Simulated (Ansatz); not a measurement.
# One shape, several levels: H2O (water)

We compute a comparison of 6 runs (UHF/6-31G*, UPBE0/3-21G, UB3LYP/6-31G*, wB97X/6-31G*, CCSDT/6-31G*, FCI/6-31G*) of H2O (water). 

The results are computed with Ansatz 0.2.0.

67 further runs of the same task are left out: 1 that didn't finish, 66 set aside as unsound or not needed.

### Step 1. The structure to begin with

The species is H2O (3 atoms), meant as a singlet with charge 0. As SMILES, `O`. The H3–O1 distance was set to 1.919 Å, away from the relaxed value. At this shape a bond of the SMILES string is far longer than usual.

Bond lengths: O1–H2 0.960 Å.

### Step 2. A single-point energy at UHF/6-31G(d) (spherical functions) (run 1)

run.yaml reads:

```yaml
crystal:
  periodic: [false, false, false]
  atoms:
    - symbol: O
      position_ang: [-0.441594, 1.148962, -0.106501]
    - symbol: H
      position_ang: [0.327606, 1.497162, 0.349399]
    - symbol: H
      position_ang: [-0.163800, -0.748600, -0.174700]
basis:
  gaussian: {orbitals: 6-31G_st_-spherical.json}
magnetization: {spin_polarized: true, initial_magnetization: 0}
hamiltonian: {xc: hf}
accuracy: high
```

The basis set 6-31G* is read from a file made from the Basis Set Exchange's data (not shown).

Run with:

```bash
ansatz run run.yaml --threads 1 --pin off --max-ram 2610MiB --events-out events.jsonl --progress --plain --runs-dir runs
```

What it wrote:

```text
Warning: RAYON_NUM_THREADS=1 ignored (pool sized by the plan → 1); use --threads N
Functional definition: HF
  name "HF"
  exchange = exact_x
  correlation = 0
303 factors; integrals over basis functions are off by at most 3.5e-9 eV
mean field evaluation 1: about -2057.6828 eV, gradient 2.9e1 eV
mean field evaluation 2: about -2057.6837 eV, gradient 2.9e1 eV
mean field evaluation 4: about -2062.4308 eV, gradient 3.4e0 eV
mean field evaluation 8: about -2062.5229 eV, gradient 1.8e-1 eV
mean field evaluation 16: about -2063.0994 eV, gradient 3.6e0 eV
mean field evaluation 32: about -2064.8779 eV, gradient 1.1e-1 eV
mean field evaluation 64: about -2063.6885 eV, gradient 9.0e0 eV
mean field evaluation 96: about -2057.9368 eV, gradient 3.5e1 eV
mean field -2064.87804738 eV, -75.8828686166 hartree, gradient 1.5e-8 eV, S^2 0.887552; 6 other end points of the search recorded, 0 dependent functions left out
reference -2064.87804738 eV, -75.8828686166 hartree; 5, 5 occupied and 13, 13 virtual orbitals, 303 factors
Total energy: -2064.87804738 eV, -75.8828686166 hartree
```

Run time: 0.22 s. Hardware: 1 thread of Arm Neoverse N1, shared host.

### Step 3. A single-point energy at UPBE0/3-21G (run 2)

input.yaml reads:

```yaml
crystal:
  periodic: [false, false, false]
  atoms:
    - {symbol: O, position_ang: [-0.441594, 1.148962, -0.106501]}
    - {symbol: H, position_ang: [0.327606, 1.497162, 0.349399]}
    - {symbol: H, position_ang: [-0.163800, -0.748600, -0.174700]}
basis:
  gaussian: {orbitals: 3-21G.json}
magnetization: {spin_polarized: true}
hamiltonian: {xc: pbe0}
accuracy: high
```

The basis set 3-21G is read from a file made from the Basis Set Exchange's data (not shown).

Run with:

```bash
ansatz run input.yaml --threads 1 --pin off --max-ram 2610MiB --events-out events.jsonl --progress --plain --runs-dir runs
```

What it wrote:

```text
Warning: RAYON_NUM_THREADS=1 ignored (pool sized by the plan → 1); use --threads N
Functional definition: PBE0
  name "PBE0"
  parameter a = 0.25
  parameter kappa = 0.804
  parameter beta = 0.06672455060314922
  exchange = (1 - a)*pbe_x(kappa = kappa, mu = beta*pi^2/3) + a*exact_x
  correlation = pbe_c(beta = beta)
187 factors; integrals over basis functions are off by at most 3.5e-9 eV
mean field evaluation 1: about -2053.5094 eV, gradient 3.7e1 eV
mean field evaluation 2: about -2036.3614 eV, gradient 6.5e1 eV
mean field evaluation 4: about -2060.3584 eV, gradient 6.7e0 eV
mean field evaluation 8: about -2060.6245 eV, gradient 4.2e-1 eV
mean field evaluation 16: about -2060.6255 eV, gradient 1.1e-6 eV
mean field evaluation 32: about -2061.0687 eV, gradient 3.2e-1 eV
mean field evaluation 64: about -2061.0731 eV, gradient 1.5e-7 eV
mean field -2061.07313221 eV, -75.7430405632 hartree, gradient 2.5e-8 eV, S^2 0.631411; 5 other end points of the search recorded, 0 dependent functions left out
reference -2061.07313313 eV, -75.7430405970 hartree; 5, 5 occupied and 8, 8 virtual orbitals, 187 factors
Total energy: -2061.07313313 eV, -75.7430405970 hartree
```

It took 3 s on 1 thread of Arm Neoverse N1, shared host.

Runs 3 to 5 aren't shown in full; the table further down has their settings and results.

### Step 4. A single-point energy at FCI/6-31G(d) (spherical functions) (run 6)

run.yaml reads:

```yaml
crystal:
  periodic: [false, false, false]
  atoms:
    - {symbol: O, position_ang: [-0.441594, 1.148962, -0.106501]}
    - {symbol: H, position_ang: [0.327606, 1.497162, 0.349399]}
    - {symbol: H, position_ang: [-0.163800, -0.748600, -0.174700]}
basis:
  gaussian: {orbitals: 6-31G_st_-spherical.json}
correlation: {method: fci, frozen_orbitals: {H: 0, O: 1}}
accuracy: high
```

The basis set 6-31G* is read from a file made from the Basis Set Exchange's data (not shown).

Run with:

```bash
ansatz run run.yaml --threads 1 --pin off --max-ram 2610MiB --events-out events.jsonl --progress --plain --runs-dir runs
```

What it wrote, cut to the lines that bear on the results:

```text
Warning: RAYON_NUM_THREADS=1 ignored (pool sized by the plan → 1); use --threads N
[... 2 set-up lines as earlier in the session ...]
[...]
303 factors; integrals over basis functions are off by at most 3.5e-9 eV
[...]
mean field -2062.52316573 eV, -75.7963283122 hartree, gradient 2.4e-8 eV, S^2 0.000000; 0 other end points of the search recorded, 0 dependent functions left out; unrestricted orbitals would lower it
[...]
unrestricted determinant -2064.87804738 eV, -75.8828686166 hartree, S^2 0.8876
1 core orbitals not correlated: weight in the atoms' cores, before any rotation towards them, 1.000 or more for the frozen orbitals, at most 0.000 for the correlated occupied ones
reference -2062.52316573 eV, -75.7963283122 hartree; 4, 4 occupied and 13, 13 virtual orbitals, 303 factors
state -2069.75759007 eV, -76.0621885030 hartree
Total energy: -2069.75759007 eV, -76.0621885030 hartree
```

Run time: 21 s. Hardware: 1 thread of Arm Neoverse N1, shared host; peak memory 0.31 GiB.

### Step 5. Overview of the runs

```csv
run,level,frozen core orbitals,energy (Eh),wall time
1,UHF/6-31G* (spherical functions),–,-75.882869,0.22 s
2,UPBE0/3-21G,–,-75.743041,3 s
3,UB3LYP/6-31G* (spherical functions),–,-76.249554,3.3 s
4,wB97X/6-31G* (spherical functions),–,-76.203734,2.6 s
5,CCSDT/6-31G* (spherical functions),1,-76.060819,0.84 s
6,FCI/6-31G* (spherical functions),1,-76.062189,21 s
```

### Step 6. Summary of results

| quantity | value |
| --- | --- |
| run 6: total energy | -76.06219 Eh |
| run 6: correlation energy (1 core orbital frozen) | -265.9 mEh |

**Reading.** Against full CI in this basis: UHF +179.3 mEh; CCSDT +1.4 mEh. Totals of different functionals can't be ranked against each other. In run 5 the log says that unrestricted orbitals would lower the reference, so the values rest on an unstable closed-shell determinant (other closed-shell runs at this shape may share the fault). In run 4 a closed-shell determinant meets a far-stretched bond, which it describes badly. Spin contamination of the reference: run 1 ⟨S²⟩ = 0.89, run 2 ⟨S²⟩ = 0.63, run 3 ⟨S²⟩ = 0.54. Where it is this large, the reference is a mixture of spin states, and values that rest on it are in doubt. All runs together took 31 s, the longest 21 s.
